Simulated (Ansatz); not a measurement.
CaB6-type CaB₆, treated with HSE06 in Ansatz (PAW).

Run with plane-wave cutoff 460 eV, 6×6×6 k mesh, Fermi–Dirac smearing 0.01 eV, scalar-relativistic PAW data made under PBE.

Computed at the level's own relaxed cell.

```xyz
7
Lattice="4.1350 0.0000 0.0000 0.0000 4.1350 0.0000 0.0000 0.0000 4.1350" Properties=species:S:1:pos:R:3 pbc="T T T"
Ca     0.0000     0.0000     0.0000
B      3.2974     2.0675     2.0675
B      2.0675     0.8375     2.0675
B      2.0675     3.2974     2.0675
B      0.8375     2.0675     2.0675
B      2.0675     2.0675     3.2974
B      2.0675     2.0675     0.8375
```

Question: List the 18 lowest band energies at Γ above −25 eV (eV, relative to the valence band maximum), grouping those that round alike.

Answer: At Γ: -24.06 (×3), -16.26, -7.82, -7.56 (×3), -6.13 (×2), -0.40 (×3), 3.56 (×3), 4.40 (×2).

Note: the run warned that its exchange threshold was loose for the stress.

Ansatz is an electronic-structure program.
